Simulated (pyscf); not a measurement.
Single points on ωB97X-D3(BJ)/def2-SVP structures (PySCF, gas phase). MP2 and CC: frozen core, UHF for open shells. ΔMP2 is the change of the MP2 total energy from the triple- to the quadruple-zeta basis.

Problem. Estimate by transition-state theory (the high-pressure limit) the rate constant of H₂C=CH–CH₂–F → allene (H₂C=C=CH₂) + hydrogen fluoride (HF) (singlet surface; C–F, C–H broken, F–H formed) at 900 K, with CCSD(T)/def2-TZVPP + ΔMP2(QZVPP) energies (ideal gas, 1 atm, RRHO with modes under 100 cm⁻¹ raised to 100, one conformer, R ln 2 for chiral ones without a mode under 150 cm⁻¹; no tunnelling).

Solution. The electronic barrier is 76.3 kcal/mol and the thermal terms add -6.4, so ΔG‡ = 69.9 kcal/mol. With k_BT/h = 1.88e+13 s⁻¹ and RT = 1.788 kcal/mol, k = 2.0e-04 s⁻¹, a half-life of 3.5e+03 s through this channel alone. Wigner's tunnelling factor for 1955i cm⁻¹ would be 1.41, likely too low at so high a frequency. A shift of 1 kcal/mol in the barrier changes k by a factor 1.7. On the product side the descent ends in a complex, 5.1 kcal/mol under the separated species and 54.9 kcal/mol under the saddle at ωB97X-D3(BJ)/def2-TZVP. One saddle was located; it need not be the lowest between these sides. The CCSD(T) − MP2 part came from Ansatz, without density fitting, on the same reference.
